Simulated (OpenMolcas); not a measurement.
# ACPF/ANO-L-MB run of SiNH3F− (SMILES N[SiH-]F)

Aim: the energy change on altering one bond length of SiNH3F− at ACPF/ANO-L-MB, from 2 runs. 

The calculation is run with OpenMolcas 26.06.

7 further runs of the same task are left out: 7 set aside as unsound or not needed.

### 1 The system as given

SiNH3F−: 6 atoms, total charge -1, spin state singlet. As SMILES, `N[SiH-]F`. The shape is that of a GFN2-xTB optimisation. This is one conformer, not always the lowest.

Bond lengths: N1–Si2 1.786 Å, Si2–F3 1.719 Å, N1–H4 1.014 Å, N1–H5 1.021 Å, Si2–H6 1.560 Å. Angles: N1–Si2–F3 97.4°, N1–Si2–H6 102.8°, F3–Si2–H6 93.1°, Si2–N1–H4 111.3°, Si2–N1–H5 115.3°, H4–N1–H5 107.1°.

### 2 The energy at ACPF/ANO-L-MB

Contents of struct.xyz:

```xyz
6

N     -0.706270     0.064100    -0.656360
Si    -0.018400    -0.572650     0.864030
F      1.343770    -1.362790     0.175370
H     -1.421390     0.759670    -0.473570
H     -0.032070     0.487510    -1.296370
H      0.834370     0.624160     1.386900
```

Contents of run.input:

```
* FH3NSi ACPF

&GATEWAY
  Coord=struct.xyz
  Basis=ANO-L-MB
  Group=NoSym

&SEWARD

&SCF
  Charge=-1
  PrOrbitals=1 2

&MOTRA
  Frozen=7

&GUGA
  Electrons=20
  Spin=1
  Inactive=10
  Active=0
  CIAll=1

&CPF
  ACPF
```

Run with:

```bash
export MOLCAS_MEM=1860
pymolcas run.input > run.log
```

Standard output:

```text
--- Start Module: gateway ---
[...]
--- Stop Module: gateway /rc=_RC_ALL_IS_WELL_ ---
[...]
      Basis functions           22
[...]
       Convergence after  13 Iterations
[...]
::    Total SCF energy                               -444.4322033241
[...]
      Total spin, S                                     0.0000000000
[...]
      *** WARNING: Default frozen orbitals is overwritten by user input.
      *** Default values:   4
[...]
--- Start Module: guga ---
[...]
--- Stop Module: guga /rc=_RC_ALL_IS_WELL_ ---
--- Start Module: cpf ---
[...]
      Active orbitals                            0       0
[...]
      Spin quantum number                      0.0
[...]
     FINAL ACPF ENERGY        -444.53529383
     FINAL CORRELATION ENERGY   -0.10309050  REFERENCE ENERGY    -444.43220332
[...]
      Title:  ACPF natural orbitals
[...]
      Total electronic charge=   34.000000
      Total            charge=   -1.000000
[...]
      Dipole Moment (debye):
      Origin of the operator (angstrom)=    0.2266   -0.6114    0.2801
                   X=  2.3588E-01               Y=  1.3666E+00               Z= -1.6098E+00           Total=  2.1248E+00
      Quadrupole Moment (debye*angstrom):
[...]
--- Stop Module: cpf /rc=_RC_ALL_IS_WELL_ ---
[...]
```

Wall time 2.2 s (1 thread of Arm Neoverse V1, shared host); peak memory 0.37 GiB.

### 3 The distorted shape, same level

Contents of struct.xyz:

```xyz
6

N     -0.637482     0.000424    -0.504319
Si    -0.018400    -0.572650     0.864030
F      1.343770    -1.362790     0.175370
H     -1.352602     0.695994    -0.321529
H      0.036718     0.423834    -1.144329
H      0.834370     0.624160     1.386900
```

Contents of run.inp:

```
>>> EXPORT MOLCAS_PRINT=2

&gateway
 coord = struct.xyz
 basis = ANO-L-MB
 group = NoSym

&seward

&scf
 charge = -1
 prorbitals = 1 2

&motra
 frozen = 7

&guga
 electrons = 20
 spin = 1
 inactive = 10
 active = 0
 ciall = 1

&cpf
 acpf
```

Run with:

```bash
export MOLCAS_MEM=1860
pymolcas run.inp > run.log
```

Standard output:

```text
--- Start Module: gateway ---
[...]
--- Stop Module: gateway /rc=_RC_ALL_IS_WELL_ ---
[...]
      Basis functions           22
[...]
       Convergence after  13 Iterations
[...]
::    Total SCF energy                               -444.3898815993
[...]
      Total spin, S                                     0.0000000000
[...]
      *** WARNING: Default frozen orbitals is overwritten by user input.
      *** Default values:   4
[...]
--- Start Module: guga ---
[...]
--- Stop Module: guga /rc=_RC_ALL_IS_WELL_ ---
--- Start Module: cpf ---
[...]
      Active orbitals                            0       0
[...]
      Spin quantum number                      0.0
[...]
     FINAL ACPF ENERGY        -444.49074634
     FINAL CORRELATION ENERGY   -0.10086475  REFERENCE ENERGY    -444.38988160
[...]
      Title:  ACPF natural orbitals
[...]
      Total electronic charge=   34.000000
      Total            charge=   -1.000000
[...]
      Dipole Moment (debye):
      Origin of the operator (angstrom)=    0.2438   -0.6273    0.3182
                   X= -4.5896E-02               Y=  1.4973E+00               Z= -2.0045E+00           Total=  2.5024E+00
      Quadrupole Moment (debye*angstrom):
[...]
--- Stop Module: cpf /rc=_RC_ALL_IS_WELL_ ---
[...]
```

Wall time 2.2 s (1 thread of Arm Neoverse V1, shared host); peak memory 0.37 GiB.

### 4 What came out

At ACPF/ANO-L-MB, 7 core orbitals frozen:

| quantity | value |
| --- | --- |
| first shape: total energy | -444.53529 Eh |
| first shape: HOMO energy (Hartree–Fock orbitals) | -1.74 eV |
| first shape: LUMO energy (Hartree–Fock orbitals) | 12.05 eV |
| first shape: HOMO–LUMO gap (to an unbound level, set by the basis) | 13.79 eV |
| first shape: correlation energy (7 core orbitals frozen) | -103.1 mEh |
| distorted shape: total energy | -444.49075 Eh |
| distorted shape: HOMO energy (Hartree–Fock orbitals) | -1.39 eV |
| distorted shape: LUMO energy (Hartree–Fock orbitals) | 12.49 eV |
| distorted shape: HOMO–LUMO gap (to an unbound level, set by the basis) | 13.88 eV |
| distorted shape: correlation energy (7 core orbitals frozen) | -100.9 mEh |
| energy change with the N1–Si2 bond shortened from 1.786 to 1.607 Å | 1.212 eV |

With the N1–Si2 bond shortened from 1.786 to 1.607 Å the energy rises by 1.21 eV (117 kJ/mol). The first shape isn't relaxed at this level, so the change isn't measured from a minimum. The minimal basis adds a large error of its own. Mulliken charges (first shape) of the mean-field density run from -0.94 on N1 to +0.45 on Si2; they depend strongly on the basis. Mulliken charges (distorted shape) of the mean-field density run from -1.01 on N1 to +0.53 on Si2.
